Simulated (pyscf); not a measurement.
**Four-centre exchange: ethylene (H₂C=CH₂) + ammonia (NH₃) -> ethylene (H₂C=CH₂) + ammonia (NH₃)**

Gas phase, singlet surface, charge 0. Bonds broken: C1–H3, N7–H8. Bonds formed: C1–H8, H3–N7. Structures and frequencies: ωB97X-D3(BJ)/def2-SVP in PySCF. MP2 and CC: frozen core, UHF for open shells. ΔMP2 is the change of the MP2 total energy from the triple- to the quadruple-zeta basis.

Transition state (Å):

```xyz
10

C     -1.7709     0.0017    -0.4034
C     -1.9840     0.6765     0.7444
H     -0.0991    -0.8426    -0.3044
H     -2.7098    -0.2448    -0.9369
H     -1.1486     0.9977     1.3959
H     -2.9743     0.9679     1.1389
N      0.7878    -0.3478    -0.7219
H     -0.0221     0.3440    -0.9887
H      1.4945    -0.0133    -0.0625
H      1.1919    -0.8364    -1.5238
```

One imaginary mode, 1382i cm⁻¹; descent along it reached the two sides named.

```json
[
 {"bond": "C1–H3", "change": "breaks", "reactant side (Å)": "1.098", "saddle": "1.875", "product side": "4.0"},
 {"bond": "N7–H8", "change": "breaks", "reactant side (Å)": "1.020", "saddle": "1.098", "product side": "2.440"},
 {"bond": "C1–H8", "change": "forms", "reactant side (Å)": "4.0", "saddle": "1.876", "product side": "1.098"},
 {"bond": "H3–N7", "change": "forms", "reactant side (Å)": "2.439", "saddle": "1.098", "product side": "1.020"}
]
```

Electronic energies relative to the separated reactants (eV):

```
level                             barrier  reaction energy  reverse barrier
--------------------------------  -------  ---------------  ---------------
ωB97X-D3(BJ)/def2-TZVP               3.25             0.00             3.25
PBE/def2-TZVP                        2.89             0.00             2.89
r²SCAN/def2-TZVP                     3.07             0.00             3.07
B3LYP-D3(BJ)/def2-TZVP               3.13             0.00             3.13
PBE0-D3(BJ)/def2-TZVP                3.04             0.00             3.04
M06-2X/def2-TZVP                     3.21             0.00             3.21
ωB97M-D3(BJ)/def2-TZVP               3.16             0.00             3.16
HF/def2-TZVP                         3.88             0.00             3.88
MP2/def2-QZVPP                       3.23             0.00             3.23
CCSD/def2-TZVPP                      3.39             0.00             3.39
CCSD(T)/def2-TZVPP                   3.27             0.00             3.27
CCSD(T)/def2-TZVPP + ΔMP2(QZVPP)     3.28             0.00             3.28
```

With CCSD(T)/def2-TZVPP + ΔMP2(QZVPP) energies and thermal terms (ideal gas, 1 atm, RRHO with modes under 100 cm⁻¹ raised to 100, one conformer, R ln 2 for rigid chiral ones), in eV:

| T (K) | ΔH‡ | ΔG‡ | ΔH | ΔG |
|---|---|---|---|---|
| 298 | 3.19 | 3.54 | 0.00 | 0.00 |
| 600 | 3.21 | 3.89 | 0.00 | 0.00 |
| 900 | 3.24 | 4.23 | 0.00 | 0.00 |
| 1200 | 3.27 | 4.56 | 0.00 | 0.00 |

The same reactants have a lower exit, to H₃C–CH₂–NH₂ (barrier +2.30 eV at ωB97M-D3(BJ), against +3.16 eV here). One saddle was located; it need not be the lowest between these sides. The CCSD(T) − MP2 part came from Ansatz, without density fitting, on the same reference.
